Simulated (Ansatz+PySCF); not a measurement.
Values are calculated unless marked as measured or tabulated.
Input for Ansatz (development build ahead of 0.2.0):

```yaml
crystal:
  periodic: [false, false, false]
  atoms:
    - { symbol: H, position_ang: [0.0, 0.0, 0.0] }
    - { symbol: Na, position_ang: [0.84412, 1.12549, 2.43675] }
basis:
  gaussian: { orbitals: STO-3G }
total_charge: 1
magnetization:
  initial_magnetization: 1
hamiltonian:
  xc: hf
correlation:
  method: fci
  frozen_orbitals: { H: 0, Na: 1 }
```

The input is written out in the form of the current development build from the run's settings.

The run gave:

| Property | Result |
| --- | --- |
| Converged | yes |
| Total energy | -160.29289 hartree |
| State | lowest doublet root, of any spatial symmetry |
